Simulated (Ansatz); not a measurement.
## Ansatz (development build ahead of 0.2.0) run

```yaml
crystal:
  periodic: [false, false, false]
  atoms:
    - { symbol: C, position_ang: [0.71565, 0.77036, 0.08571] }
    - { symbol: C, position_ang: [-0.67174, 0.80934, -0.05432] }
    - { symbol: C, position_ang: [-0.56966, -0.81108, 0.0125] }
    - { symbol: C, position_ang: [0.66802, -0.81923, -0.09209] }
    - { symbol: H, position_ang: [1.42992, 1.60207, 0.0353] }
    - { symbol: H, position_ang: [-1.4716, 1.64252, -0.07423] }
    - { symbol: H, position_ang: [-1.38313, -1.51988, 0.03609] }
    - { symbol: H, position_ang: [1.43617, -1.55923, 0.11601] }
basis:
  gaussian: { orbitals: def2-SVP }
hamiltonian:
  xc: hf
correlation:
  method: mp2
  frozen_orbitals: { C: 1, H: 0 }
```

The input is written out in the form of the current development build from the run's settings.

Results

```json
{"Converged": "yes", "Reference energy": "-153.49623 hartree", "Correlation energy": "-0.52612 hartree", "Total energy": "-154.02235 hartree", "Spin squared of the determinant": "0.000"}
```

Caution: no unrestricted run beside it, a lower state can exist.
